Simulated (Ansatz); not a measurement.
**Worked example: correlation energy of CH₂O₂, singlet**

Geometry: MP2(full)/6-31G*, from the G2/97 set.

```xyz
5

O    -1.0631   -0.4340    0.0000
C    -0.0221    0.4264    0.0000
O     1.1472    0.1062    0.0000
H    -0.6717   -1.3327    0.0000
H    -0.4000    1.4554    0.0000
```

Basis STO-3G; Ansatz 0.2.0. Only valence electrons are correlated (noble-gas cores frozen), which leaves 18 electrons in 14 orbitals. Prefix R: restricted or restricted open-shell reference.

Full CI is exact within this basis and frozen core; it isn't the basis-set limit.

Runs differ by some tens of microhartree through their thresholds, so steps under 0.03 kcal/mol mean nothing.

```
    level  total energy (hartree)
      RHF             -186.216435
     RMP2             -186.372449
    RCCSD             -186.397636
 RCCSD(T)             -186.404020
   RCCSDT             -186.404951
RCCSDT(Q)             -186.405173
  RCCSDTQ             -186.405159
  full CI             -186.405167
```

Question: What is the correlation energy at full CI, and what share of it do RMP2 and RCCSDT recover?

Answer: E(corr) = -186.405167 − (-186.216435) = -0.188732 hartree = -5.136 eV. RMP2: -0.156014 / -0.188732 = 82.66 %. RCCSDT: -0.188516 / -0.188732 = 99.89 %.

Question: By how many kcal/mol does RCCSD(T) miss full CI (1 hartree = 627.509 kcal/mol), and which steps make up the rest?

Answer: -186.404020 − (-186.405167) = 0.001147 hartree = 0.72 kcal/mol. Steps: RCCSDT − RCCSD(T) = -0.58, RCCSDT(Q) − RCCSDT = -0.14, RCCSDTQ − RCCSDT(Q) = 0.01, full CI − RCCSDTQ = -0.01 kcal/mol. That is within 1 kcal/mol of the reference in this basis, which itself misses far more of the correlation at the basis-set limit.
